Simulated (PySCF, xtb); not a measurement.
hydrazine (H4N2), SMILES NN.

Harmonic wavenumbers (cm⁻¹) from GFN2-xTB (xtb) at its own minimum, in rising order: 360, 912, 994, 1144, 1205, 1264, 1552, 1571, 3251, 3267, 3374, 3382.

Task: What does PySCF 2.14.0 with B3LYP-D3(BJ)/def2-TZVP give at its own minimum? (The exact figures need the calculation; the answer reports its results.)

Result: 450, 799, 975, 1115, 1297, 1326, 1677, 1691, 3444, 3453, 3548, 3554. Paired by order, the mean absolute difference is 115 cm⁻¹ and the zero-point energies are 31.8 and 33.4 kcal/mol.
